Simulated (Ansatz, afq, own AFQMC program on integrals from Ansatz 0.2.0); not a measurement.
Li$_{2}$⁻, doublet in aug-cc-pVDZ, levels against full CI

```yaml
atoms:
  - { symbol: Li, position_ang: [0.0000, 0.0000, 0.0000] }
  - { symbol: Li, position_ang: [0.0000, 0.0000, 3.1176] }
```

Basis aug-cc-pVDZ. Only valence electrons are correlated. AFQMC by an in-house program on the Cholesky factors that Ansatz 0.2.0 writes for its CCSD(T) run. The CISD trial takes its coefficients from CCSD amplitudes. Released means that phaseless walkers are propagated on without the constraint, phases kept. Error bars are statistical, one sigma.

Determinant: ROHF, the one that the program's search chose, which needn't be the lowest solution. The geometry is a PBE0/def2-TZVPD stationary point of this or a neighbouring charge and spin state.

Full CI on the same integrals is exact in this basis and with this determinant's frozen core.

Cautions: a spin-contaminated unrestricted determinant lies lower (UHF 425 meV lower, ⟨S²⟩ 1.31); the search met a lower determinant of the same kind, perhaps of another symmetry (51 meV lower), and this one is a saddle point; strong correlation (T1 0.082, weight of the determinant 0.83, largest double 0.11); the released energy hasn't reached full CI (16 meV above it at 2.40 1/Eh), so no released level is given (meV from the phaseless value at times in 1/Eh: 0 ± 5 at 0.24, 2 ± 4 at 0.51, -1 ± 4 at 0.99, -1 ± 4 at 1.62, -7 ± 5 at 2.40).

```
T1 diagnostic                               : 0.0819
weight of the determinant in the CISD state : 0.835
size of the correlated space                : 3 electrons in 44 orbitals
```

Reference: full CI, correlation energy -1.204 eV. The cautions show a poor starting determinant, so the rows tell how each method copes with it here, and full CI is the sure value.

| level | E − E(reference) (kcal/mol) | share of correlation (%) |
| --- | --- | --- |
| HF | 27.76 | 0.00 |
| MP2 | 10.34 | 62.73 |
| CCSD | 1.52 | 94.54 |
| CCSD(T) | 0.46 | 98.34 |
| ph-AFQMC/HF | 3.81 ± 0.44 | 86.29 |
| ph-AFQMC/CISD | 0.52 ± 0.10 | 98.13 |

A walk keeps the symmetry of its determinant, which the program's search chose and which needn't be the lowest solution, so a lower state of the same spin and another symmetry isn't excluded.
